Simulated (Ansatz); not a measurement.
**Rock-salt HfC**

Calculation: PBEsol-D3(BJ) in Ansatz (plane waves, PAW).

Numerical settings: plane-wave cutoff 520 eV, 20×20×20 k mesh, Fermi–Dirac smearing 0.05 eV, scalar-relativistic PAW data made under PBE.

Cell (relaxed at this level):

HfC has the cubic space group Fm-3m (No. 225), the rock salt structure, Pearson symbol cF8. Conventional cell: a = 4.576 Å, b = 4.576 Å, c = 4.576 Å, α = 90.00°, β = 90.00°, γ = 90.00°. Hf on 4a is coordinated by 6 C at 2.288 Å (octahedral). C on 4b is surrounded by 6 Hf at 2.288 Å (octahedral). (Neighbours: up to the widest gap in distance over summed covalent radii, below 1.35, at either atom; cation-cation and far metal-metal contacts left out.)
(The calculation used a cell of 2 atoms; values per cell refer to that cell.)

```yaml
bulk modulus B0: 258 GPa
band_gap: zero (no gap)
pressure derivative B′ of the bulk modulus: 3.9
```

Measured, for comparison: bulk modulus 242 GPa (room temperature, no zero-point or thermal correction, our sources range from 242 to 286; as tabulated in Synthesis of Binary Transition Metal Nitrides, Carbides and Borides from the …). Computed (rounded) less measured: bulk modulus not scored (sources differ).

Spin–orbit coupling is not included.

The computed numbers hold no vibrational or temperature effects.

It cost roughly 80 core-seconds of CPU time.

Ansatz is a quantum-chemistry and plane-wave program.
